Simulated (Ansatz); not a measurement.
C₂F₃O, SMILES `F[C]1OC1(F)F` radical. The species carries charge 0 and has multiplicity 2.

```xyz
6

F    -1.358   -0.513   -1.323
C    -0.230   -0.650   -0.667
O     0.749    0.307   -0.818
C     0.224    0.105    0.468
F     1.048   -0.379    1.371
F    -0.433    1.131    0.968
```

Problem. What are the harmonic wavenumbers in cm⁻¹ at PBE0-D4/def2-TZVP (Ansatz, finite differences of forces, unscaled)? (An estimate is asked.)

Solution. Computed: 200, 298, 487, 519, 574, 670, 780, 894, 1195, 1198, 1291, 1593.

Problem. Is this a minimum?

Solution. Yes, all 12 modes are real.

Problem. Give the ideal-gas thermochemistry at 298.15 K and 1 bar (rigid rotor, harmonic oscillator; point group C1, symmetry number 1).

Solution. Zero-point energy 58.0 kJ/mol; H(298) − E = 73.0 kJ/mol; entropy 306.9 J/(mol·K), of which translation 165.9, rotation 109.3, vibration 25.9, electronic 5.8; G(298) − E = -18.5 kJ/mol.

Problem. Rotational constants (cm⁻¹)?

Solution. 0.2368, 0.1018, 0.08848.
